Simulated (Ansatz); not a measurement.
C4H5F can be A, `C=CC(=C)F`, or B, `C=C/C=C\F`.

Program: Ansatz. Geometries: PBE0-D4/def2-TZVP. ΔE: electronic, gas phase. CCSD(T)/CBS is the MP2 limit (def2-TZVPP, def2-QZVPP) plus CCSD(T) − MP2 in def2-TZVPP, frozen cores. Functionals use def2-TZVPP. B3LYP here is the variant with VWN-RPA as its local correlation; programs differ in this. Each species was taken in one conformer, which may not be the lowest.

Which isomer does CCSD(T)/CBS put lower? Give the gap. (Best estimate.)

The calculation gave: A, by 9.2 kJ/mol.

Give E(B) − E(A) in kJ/mol with CCSD(T)/def2-TZVPP, PBE-D4, B2PLYP, HF/def2-TZVPP, B3LYP-D4, PBE0-D4, B3LYP. (Estimate.)

Ansatz gave: CCSD(T)/def2-TZVPP 9.3, PBE-D4 7.4, B2PLYP 8.6, HF/def2-TZVPP 9.6, B3LYP-D4 8.7, PBE0-D4 8.6, B3LYP 8.0. None reverses the order clearly.

Largest T1 diagnostic: 0.012.
